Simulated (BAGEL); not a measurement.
# doublet CH2BN+: levels of theory compared

Aim: a comparison of 4 runs (UHF/STO-3G, ROHF/6-31G*, ROHF/def2-TZVP, UHF/def2-TZVP) of doublet CH2BN+. 

The calculation is run with BAGEL 1.2.2.

1 further run of the same task is left out (set aside as unsound or not needed).

## 1. The structure to begin with

CH2BN+ has 5 atoms, charge +1, and is taken as a doublet. SMILES of the parent species: `BC#N`. The coordinates come from a PBE0-D4/def2-TZVP relaxation. That shape belongs to the parent species and isn't relaxed for this state.

Bond lengths: B1–C2 1.522 Å, C2–N3 1.154 Å, B1–H4 1.189 Å, B1–H5 1.189 Å. Angles: B1–C2–N3 180.0°, C2–B1–H4 118.9°, C2–B1–H5 118.9°, H4–B1–H5 122.2°.

## 2. A single-point energy at UHF/STO-3G (density fitting with qzvpp-jkfit) (run 1)

Contents of hf.json:

```json
{ "bagel": [

{
  "title": "molecule",
  "basis": "sto-3g",
  "df_basis": "qzvpp-jkfit",
  "angstrom": true,
  "geometry": [
    { "atom": "B", "xyz": [      -0.219200,       0.441300,      -0.341900 ] },
    { "atom": "C", "xyz": [       0.352700,      -0.696700,       0.490700 ] },
    { "atom": "N", "xyz": [       0.786500,      -1.559600,       1.122200 ] },
    { "atom": "H", "xyz": [      -0.744300,       0.187400,      -1.377600 ] },
    { "atom": "H", "xyz": [      -0.125900,       1.554000,       0.065300 ] }
  ]
},

{
  "title": "uhf",
  "charge": 1,
  "nopen": 1
},

{
  "title": "print",
  "file": "orbitals.molden",
  "orbitals": true
}

]}
```

Run with:

```console
$ BAGEL_NUM_THREADS=1 BAGEL hf.json > hf.out
```

What it wrote:

```text
* using 1 threads per process

  ===============================================================
  ===============================================================

  *** Geometry ***

  { "atom" : "B", "xyz" : [     -0.414228,      0.833936,     -0.646097 ] },
  { "atom" : "C", "xyz" : [      0.666506,     -1.316572,      0.927289 ] },
  { "atom" : "N", "xyz" : [      1.486270,     -2.947217,      2.120651 ] },
  { "atom" : "H", "xyz" : [     -1.406523,      0.354135,     -2.603287 ] },
  { "atom" : "H", "xyz" : [     -0.237917,      2.936634,      0.123399 ] },

  Number of auxiliary basis functions:      263

  Since a DF basis is specified, we compute 2- and 3-index integrals:
    o Being stored without compression. Storage requirement is 0.001 GB

  Number of basis functions:       17
  Number of electrons      :       20

    * METHOD: MOLECULE                             0.04

  *** Open-shell HF ***

  === Nuclear Repulsion ===
    46.2072323494

      * DIIS with orbital gradients will be used.

  === UHF iteration (sto-3g) ===
      0       -116.14468909          0.06643647           0.00
      1       -116.21337583          0.04268405           0.00
      2       -116.23744055          0.02887470           0.00
      3       -116.25252902          0.00512576           0.00
      4       -116.25551565          0.00251982           0.00
      5       -116.25667400          0.00060968           0.00
      6       -116.25683803          0.00017464           0.00
      7       -116.25691179          0.00010627           0.00
      8       -116.25698388          0.00008172           0.00
      9       -116.25704518          0.00007778           0.00
[... 20 lines of this table left out ...]
     30       -116.25724943          0.00000016           0.00
     31       -116.25724943          0.00000014           0.00
     32       -116.25724943          0.00000004           0.00
     33       -116.25724943          0.00000001           0.00
    * SCF iteration converged.

    * S^2 (UHF) is 0.7925

    * Permanent dipole moment:
           (    0.264807,    -0.525779,     0.385783) a.u.

    * METHOD: UHF                                  0.15

    * METHOD: PRINT                                0.00

  ===============================================================
```

Wall time 0.34 s (1 thread of Arm Neoverse V1, shared host).

## 3. The energy at ROHF/6-31G(d) (density fitting with qzvpp-jkfit, spherical functions) (run 2)

Edit hf.json of step 2 so:

```diff
@@ -4,5 +4,5 @@
   "title": "molecule",
-  "basis": "sto-3g",
+  "basis": "6-31gs.json",
   "df_basis": "qzvpp-jkfit",
-  "angstrom": true,
+  "angstrom": "true",
   "geometry": [
@@ -16,13 +16,5 @@
 
-{
-  "title": "uhf",
-  "charge": 1,
-  "nopen": 1
-},
+{ "title": "rohf", "charge": 1, "nopen": 1 },
 
-{
-  "title": "print",
-  "file": "orbitals.molden",
-  "orbitals": true
-}
+{ "title": "print", "file": "orbitals.molden", "orbitals": "true" }
```

The basis set 6-31G* is read from a file made from the Basis Set Exchange's data (not shown).

Run with:

```console
$ BAGEL_NUM_THREADS=1 BAGEL hf.json > hf.out
```

What it wrote:

```text
* using 1 threads per process

  ===============================================================
  ===============================================================

  *** Geometry ***

  { "atom" : "B", "xyz" : [     -0.414228,      0.833936,     -0.646097 ] },
  { "atom" : "C", "xyz" : [      0.666506,     -1.316572,      0.927289 ] },
  { "atom" : "N", "xyz" : [      1.486270,     -2.947217,      2.120651 ] },
  { "atom" : "H", "xyz" : [     -1.406523,      0.354135,     -2.603287 ] },
  { "atom" : "H", "xyz" : [     -0.237917,      2.936634,      0.123399 ] },

  Number of auxiliary basis functions:      263

  Since a DF basis is specified, we compute 2- and 3-index integrals:
    o Being stored without compression. Storage requirement is 0.004 GB

  Number of basis functions:       46
  Number of electrons      :       20

    * METHOD: MOLECULE                             0.05

  *** Open-shell HF ***

  === Nuclear Repulsion ===
    46.2072323494

      * DIIS with orbital gradients will be used.

  === ROHF iteration (6-31gs.json) ===
      0       -117.47738270          0.06713798           0.01
      1       -117.52315916          0.07093710           0.01
      2       -117.52079121          0.06824112           0.01
      3       -117.69221139          0.00877065           0.01
      4       -117.70381589          0.00726349           0.01
      5       -117.70910504          0.00673410           0.01
      6       -117.72308291          0.00448868           0.01
      7       -117.72464429          0.00368555           0.01
      8       -117.72587730          0.00047970           0.01
      9       -117.72614583          0.00053583           0.01
     10       -117.72614259          0.00015742           0.01
     11       -117.72616400          0.00007846           0.01
     12       -117.72616893          0.00003344           0.01
     13       -117.72616742          0.00001040           0.01
     14       -117.72616825          0.00000204           0.01
     15       -117.72616902          0.00000060           0.01
     16       -117.72616896          0.00000032           0.01
     17       -117.72616891          0.00000015           0.01
     18       -117.72616893          0.00000013           0.01
     19       -117.72616892          0.00000011           0.01
     20       -117.72616893          0.00000006           0.01
     21       -117.72616893          0.00000003           0.01
     22       -117.72616893          0.00000001           0.01
     23       -117.72616893          0.00000000           0.01
    * SCF iteration converged.

    * S^2 (ROHF) is 0.7500

    * Permanent dipole moment:
           (    0.281699,    -0.560376,     0.410148) a.u.

    * METHOD: ROHF                                 0.28

    * METHOD: PRINT                                0.01

  ===============================================================
```

Wall time 0.5 s (1 thread of Arm Neoverse V1, shared host).

## 4. The energy at ROHF/def2-TZVP (density fitting with qzvpp-jkfit) (run 3)

Contents of input.json:

```json
{ "bagel" : [

{
  "title" : "molecule",
  "basis" : "def2-tzvp.json",
  "df_basis" : "qzvpp-jkfit",
  "angstrom" : true,
  "geometry" : [
    { "atom" : "B", "xyz" : [      -0.219200,       0.441300,      -0.341900 ] },
    { "atom" : "C", "xyz" : [       0.352700,      -0.696700,       0.490700 ] },
    { "atom" : "N", "xyz" : [       0.786500,      -1.559600,       1.122200 ] },
    { "atom" : "H", "xyz" : [      -0.744300,       0.187400,      -1.377600 ] },
    { "atom" : "H", "xyz" : [      -0.125900,       1.554000,       0.065300 ] }
  ]
},

{ "title" : "rohf", "charge" : 1, "nopen" : 1 },

{ "title" : "print", "file" : "orbitals.molden", "orbitals" : true }

]}
```

The basis set def2-TZVP is read from a file made from the Basis Set Exchange's data (not shown).

Run with:

```console
$ BAGEL_NUM_THREADS=1 BAGEL input.json > input.out
```

What it wrote:

```text
* using 1 threads per process

  ===============================================================
  ===============================================================

  *** Geometry ***

  { "atom" : "B", "xyz" : [     -0.414228,      0.833936,     -0.646097 ] },
  { "atom" : "C", "xyz" : [      0.666506,     -1.316572,      0.927289 ] },
  { "atom" : "N", "xyz" : [      1.486270,     -2.947217,      2.120651 ] },
  { "atom" : "H", "xyz" : [     -1.406523,      0.354135,     -2.603287 ] },
  { "atom" : "H", "xyz" : [     -0.237917,      2.936634,      0.123399 ] },

  Number of auxiliary basis functions:      263

  Since a DF basis is specified, we compute 2- and 3-index integrals:
    o Being stored without compression. Storage requirement is 0.023 GB

  Number of basis functions:      105
  Number of electrons      :       20

    * METHOD: MOLECULE                             0.10

  *** Open-shell HF ***

  === Nuclear Repulsion ===
    46.2072323494

      * DIIS with orbital gradients will be used.

  === ROHF iteration (def2-tzvp.json) ===
      0       -117.50070435          0.04616092           0.04
      1       -117.54306493          0.05066262           0.04
      2       -117.53346638          0.04941554           0.04
      3       -117.73136184          0.00625580           0.04
      4       -117.74194196          0.00520871           0.04
      5       -117.74851255          0.00481216           0.04
      6       -117.76440020          0.00267445           0.04
      7       -117.76880620          0.00069660           0.04
      8       -117.76932388          0.00071237           0.04
      9       -117.76933344          0.00031903           0.04
     10       -117.76941286          0.00045458           0.04
     11       -117.76939760          0.00004851           0.04
     12       -117.76943331          0.00002032           0.04
     13       -117.76943592          0.00001149           0.04
     14       -117.76943568          0.00000266           0.04
     15       -117.76943447          0.00000103           0.04
     16       -117.76943459          0.00000036           0.04
     17       -117.76943469          0.00000014           0.04
     18       -117.76943467          0.00000007           0.04
     19       -117.76943466          0.00000005           0.04
     20       -117.76943466          0.00000004           0.04
     21       -117.76943467          0.00000002           0.04
     22       -117.76943466          0.00000001           0.04
    * SCF iteration converged.

    * S^2 (ROHF) is 0.7500

    * Permanent dipole moment:
           (    0.280209,    -0.557414,     0.407981) a.u.

    * METHOD: ROHF                                 1.09

    * METHOD: PRINT                                0.03

  ===============================================================
```

It took 1.4 s on 1 thread of Arm Neoverse V1, shared host.

## 5. The energy at UHF/def2-TZVP (density fitting with qzvpp-jkfit) (run 4)

Contents of input.json:

```json
{ "bagel" : [

{
  "title" : "molecule",
  "basis" : "def2-tzvp.json",
  "df_basis" : "qzvpp-jkfit",
  "angstrom" : true,
  "geometry" : [
    { "atom" : "B", "xyz" : [   -0.219200,    0.441300,   -0.341900 ] },
    { "atom" : "C", "xyz" : [    0.352700,   -0.696700,    0.490700 ] },
    { "atom" : "N", "xyz" : [    0.786500,   -1.559600,    1.122200 ] },
    { "atom" : "H", "xyz" : [   -0.744300,    0.187400,   -1.377600 ] },
    { "atom" : "H", "xyz" : [   -0.125900,    1.554000,    0.065300 ] }
  ]
},
{
  "title" : "uhf",
  "charge" : 1,
  "nopen" : 1
},
{
  "title" : "print",
  "file" : "orbitals.molden",
  "orbitals" : true
}

]}
```

The basis set def2-TZVP is read from a file made from the Basis Set Exchange's data (not shown).

Run with:

```console
$ BAGEL_NUM_THREADS=1 BAGEL input.json > input.out
```

What it wrote:

```text
* using 1 threads per process

  ===============================================================
  ===============================================================

  *** Geometry ***

  { "atom" : "B", "xyz" : [     -0.414228,      0.833936,     -0.646097 ] },
  { "atom" : "C", "xyz" : [      0.666506,     -1.316572,      0.927289 ] },
  { "atom" : "N", "xyz" : [      1.486270,     -2.947217,      2.120651 ] },
  { "atom" : "H", "xyz" : [     -1.406523,      0.354135,     -2.603287 ] },
  { "atom" : "H", "xyz" : [     -0.237917,      2.936634,      0.123399 ] },

  Number of auxiliary basis functions:      263

  Since a DF basis is specified, we compute 2- and 3-index integrals:
    o Being stored without compression. Storage requirement is 0.023 GB

  Number of basis functions:      105
  Number of electrons      :       20

    * METHOD: MOLECULE                             0.10

  *** Open-shell HF ***

  === Nuclear Repulsion ===
    46.2072323494

      * DIIS with orbital gradients will be used.

  === UHF iteration (def2-tzvp.json) ===
      0       -117.50070435          0.04616092           0.04
      1       -117.55952125          0.04913926           0.04
      2       -117.57036850          0.04641781           0.04
      3       -117.73884338          0.00529608           0.04
      4       -117.75018489          0.00440122           0.04
      5       -117.75645790          0.00364999           0.04
      6       -117.76933419          0.00169277           0.04
      7       -117.77159827          0.00104826           0.04
      8       -117.77279721          0.00094771           0.04
      9       -117.77286650          0.00047368           0.04
[... 19 lines of this table left out ...]
     29       -117.77321204          0.00000006           0.04
     30       -117.77321204          0.00000003           0.04
     31       -117.77321204          0.00000001           0.04
     32       -117.77321204          0.00000000           0.04
    * SCF iteration converged.

    * S^2 (UHF) is 0.7822

    * Permanent dipole moment:
           (    0.291279,    -0.579400,     0.424105) a.u.

    * METHOD: UHF                                  1.43

    * METHOD: PRINT                                0.03

  ===============================================================
```

Wall time 1.7 s (1 thread of Arm Neoverse V1, shared host).

## 6. Overview of the runs

```
run                                                                level  energy (Eh)   ⟨S²⟩  wall time
  1                        UHF/STO-3G (density fitting with qzvpp-jkfit)  -116.257249  0.792     0.34 s
  2  ROHF/6-31G* (density fitting with qzvpp-jkfit, spherical functions)  -117.726169  0.750      0.5 s
  3                    ROHF/def2-TZVP (density fitting with qzvpp-jkfit)  -117.769435  0.750      1.4 s
  4                     UHF/def2-TZVP (density fitting with qzvpp-jkfit)  -117.773212  0.782      1.7 s
```

## 7. Summary of results

```
           quantity          value
run 4: total energy  -117.77321 Eh
        run 4: ⟨S²⟩          0.782
```

What this shows: In run 1 the basis is minimal, so the values are rough. All runs together took 4 s, the longest 1.7 s.
